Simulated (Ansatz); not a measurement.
Species: CH2O, charge 0, triplet. This triplet is an excited state, 3.2 eV above the singlet at CCSD(T)/cc-pV5Z (Ansatz, an electronic-structure program). CH2O (parent SMILES O=C, triplet).
B3LYP-D3(BJ)/def2-TZVP minimum from Ansatz:
```xyz
4

C     -0.5529     0.1193    -0.1902
O      0.6832    -0.1434     0.1204
H     -1.2581    -0.6873     0.0574
H     -0.8900     1.1188     0.1203
```
Charge 0, spin multiplicity 3.

Total energies in aug-cc-pVTZ, 12 correlated electrons, 2 frozen orbitals. UHF or UKS for unpaired electrons; spin-orbit terms are left out. Correlated methods leave the cores frozen. No relativity. The spin of CH2O (parent SMILES C=O, triplet) was assumed, and the state is the lowest solution found for it.

```json
[
 {"method": "HF", "program": "Ansatz", "energy (Eh)": "-113.84127", "minus CCSDT(Q) (mEh)": "386.72"},
 {"method": "MP2", "program": "Ansatz", "energy (Eh)": "-114.18466", "minus CCSDT(Q) (mEh)": "43.33"},
 {"method": "CCSD", "program": "Ansatz", "energy (Eh)": "-114.21251", "minus CCSDT(Q) (mEh)": "15.48"},
 {"method": "CCSD(T)", "program": "Ansatz", "energy (Eh)": "-114.22628", "minus CCSDT(Q) (mEh)": "1.71"},
 {"method": "CCSDT(Q)", "program": "Ansatz", "energy (Eh)": "-114.22799", "minus CCSDT(Q) (mEh)": "0.00"}
]
```
